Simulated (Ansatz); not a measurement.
**BSi+ (quintet): from Hartree-Fock to the top rungs, cc-pVTZ**

How much of the correlation energy of BSi+ (quintet) does each wave-function method recover here?

The runs use Ansatz 0.2.0, Gaussian basis; cc-pVTZ, core rule «outside noble gas», up to 6 orbitals frozen.

To be run: UHF; CCSD(T) on ROHF; CCSD(T) on UHF; BCCD(T) on ROHF; CISD; CCSDT(Q) on ROHF; CCSDT(Q) on UHF; CASSCF and MRCISD+Q, 6 electrons in 8 orbitals; CASSCF and NEVPT2, 6 electrons in 8 orbitals.

5 further runs of the same task are left out: 1 that didn't finish, 4 set aside as unsound or not needed.

## 1. The system

The geometry is a PBE0/def2-TZVP stationary point (not a proven minimum) of the parent state, kept for this charge and spin.

2 atoms, charge 1, spin multiplicity 5.

Atoms are counted from 1 here; the program's logs count them from 0.

Bond lengths: Si1–B2 2.095 Å.

## 2. UHF

Contents of in.yaml:

```yaml
crystal:
  periodic: [false, false, false]
  atoms:
    - {symbol: Si, position_ang: [0.000000, 0.000000, 0.000000]}
    - {symbol: B, position_ang: [0.000000, 0.000000, 2.094900]}
basis:
  gaussian: {orbitals: cc-pVTZ}
total_charge: 1
magnetization: {spin_polarized: true, initial_magnetization: 4}
hamiltonian: {xc: hf}
output: {orbitals: {seedname: orbitals}}
```

The run is started by

```sh
$ ansatz run in.yaml --threads 1 --pin off --events-out ev --progress --plain --max-ram 3328MiB --backend cpu
```

Further steps of the session: CCSD(T) on ROHF; CCSD(T) on UHF; BCCD(T) on ROHF; CISD; CCSDT(Q) on ROHF; CCSDT(Q) on UHF; CASSCF and MRCISD+Q, 6 electrons in 8 orbitals; CASSCF and NEVPT2, 6 electrons in 8 orbitals.

**Question.** What will the summary of the whole plan be? Wanted: UCCSDT(Q) below the RHF energy; RMP2 from UCCSDT(Q); UMP2 from UCCSDT(Q); RCCSD from UCCSDT(Q); RCCSD(T) from UCCSDT(Q); UCCSD(T) from UCCSDT(Q); RCCSDT(Q) from UCCSDT(Q); NEVPT2 valence from UCCSDT(Q); MRCISD+Q valence from UCCSDT(Q).

As calculated:

| quantity | value |
| --- | --- |
| UCCSDT(Q) below the RHF energy | -3.6106 eV |
| RMP2 from UCCSDT(Q) | +97.3 kJ/mol |
| UMP2 from UCCSDT(Q) | +100.7 kJ/mol |
| RCCSD from UCCSDT(Q) | +31.3 kJ/mol |
| RCCSD(T) from UCCSDT(Q) | +7.8 kJ/mol |
| UCCSD(T) from UCCSDT(Q) | +7.7 kJ/mol |
| RCCSDT(Q) from UCCSDT(Q) | +0.4 kJ/mol |
| NEVPT2 valence from UCCSDT(Q) | +43.8 kJ/mol |
| MRCISD+Q valence from UCCSDT(Q) | +0.7 kJ/mol |
| levels within 1 kcal/mol (43 meV) | RCCSDT, UCCSDT, RCCSDT(Q), MRCISD+Q valence |
| T1 diagnostic | 0.075 |
| effectively unpaired electrons | 4.04 |

RCCSD(T) misses by +7.8 kJ/mol, 2.2 % of the correlation energy. The occupations are near whole numbers, but T1 = 0.075 shows that the orbitals relax strongly. Of the multireference levels listed MRCISD+Q valence comes nearest in total energy (+0.7 kJ/mol), which doesn't show that its space is the better one. These misses are within one basis, not against nature; the frozen cores of restricted and unrestricted runs differ, which can shift their rows.
